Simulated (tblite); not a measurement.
Start geometry of `CO/C=C\CCl` from a force field or distance geometry (Å):
```
atom  x, y, z in Å
C1     2.0368    0.1118   -0.1195
O2     0.9404    0.9782    0.1392
C3    -0.2208    1.0635   -0.5255
C4    -1.3140    0.3462   -0.3118
C5    -1.3858   -0.7097    0.7616
Cl6   -1.7432   -2.2437   -0.0808
H7     2.8353    0.2910    0.6172
H8     1.6646   -0.9232    0.1115
H9     2.3528    0.0810   -1.1567
H10   -0.3110    1.8031   -1.3319
H11   -2.2047    0.4902   -0.9037
H12   -2.2248   -0.5635    1.4672
H13   -0.4301   -0.7245    1.3155
```

Question: What comes out of this run: GFN2-xTB geometry optimisation, gas phase in tblite?

Answer: 
```
atom  x, y, z in Å
C1     2.246    0.375   -0.291
O2     0.969    0.046    0.204
C3    -0.075    0.377   -0.595
C4    -1.342    0.128   -0.274
C5    -1.752   -0.577    0.965
Cl6   -2.399   -2.211    0.559
H7     2.961    0.045    0.460
H8     2.451   -0.139   -1.235
H9     2.350    1.455   -0.441
H10    0.173    0.885   -1.520
H11   -2.121    0.412   -0.961
H12   -2.562   -0.062    1.481
H13   -0.905   -0.734    1.629
```

The energy falls by 13.0 kcal/mol over 107 L-BFGS steps, the largest force on an atom goes from 2.20 to 0.008 eV/Å, and the atoms move by 0.868 Å rms after alignment. The bond that changes most is C1–H8 (methoxy carbon to methyl hydrogen), which shortens by 0.029 Å. Bonds longer at the end by more than 0.005 Å: 4 of 12; shorter: 7. Among the angles that change most is C1–O2–C3, from 128.1° to 115.7°. Among the dihedrals that turn most is C1–O2–C3–C4, from 87° to 180°. Rotational constants go from 5507, 1434, 1246 to 7945, 1158, 1091 MHz. The orientation of the end geometry is arbitrary; only internal coordinates are fixed.

Time: 0.86 s. Hardware: Arm Neoverse N1, one thread, shared host with 64 logical CPUs at a one-minute load of 57.

Its GFN2-xTB frequencies are all real (lowest 39 cm⁻¹). One conformer, not necessarily the lowest. 3 starts were optimised and ended at 0.00, 0.02 and 0.03 kcal/mol (GFN2-xTB); the lowest of these is shown.

These are computed values.
